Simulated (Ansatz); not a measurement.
Relaxation of AlFH5P (8 atoms, charge 0, multiplicity 1), to a largest force component of 0.03 eV/Å in at most 50 steps.

Level of theory: RKS revPBE-D4/def2-SVP in Ansatz 0.2.0.

```xyz
8
Properties=species:S:1:pos:R:3:forces:R:3
Al 0.112 -0.553 -0.374 -0.06 0.64 0.01
F -0.126 0.210 2.391 0.01 0.35 -0.42
H 1.473 0.228 -0.679 0.00 0.00 0.00
H -1.329 -0.040 -0.842 0.00 0.00 0.00
P 0.214 -2.552 0.761 0.02 -0.49 0.38
H -0.714 -3.305 -0.035 0.00 0.00 0.01
H 1.415 -3.084 0.181 0.00 0.00 -0.01
H -0.088 -0.704 2.588 0.03 -0.51 0.03
```

Problem. Where does it end, and by what steps?

Solution. The forces met the threshold. After 10 steps the energy has fallen by 0.352 eV; H8 moved furthest, 0.56 Å. Joined: Al1–F2 (2.88 → 2.06 Å).

| step | energy less start (eV) | largest force component (eV/Å) | accepted |
| --- | --- | --- | --- |
| 0 | 0.0000 | 0.642 | yes |
| 1 | -0.1272 | 0.313 | yes |
| 2 | -0.2670 | 0.464 | yes |
| 3 | -0.3187 | 0.460 | yes |
| 4 | -0.3365 | 0.275 | yes |
| 5 | -0.3443 | 0.111 | yes |
| 6 | -0.3444 | 0.111 | yes |
| 7 | -0.3482 | 0.107 | yes |
| 8 | -0.3505 | 0.053 | yes |
| 9 | -0.3520 | 0.057 | yes |
| 10 | -0.3524 | 0.028 | yes |

```xyz
8
Properties=species:S:1:pos:R:3
Al 0.076 -0.339 -0.117
F -0.105 0.047 1.903
H 1.466 0.347 -0.502
H -1.352 0.075 -0.701
P 0.226 -2.540 0.840
H -0.756 -3.334 0.168
H 1.424 -3.117 0.319
H -0.021 -0.940 2.082
```

Run time: 21 s on 1 thread of Arm Neoverse V2, on a shared host, peak memory 0.14 GiB.
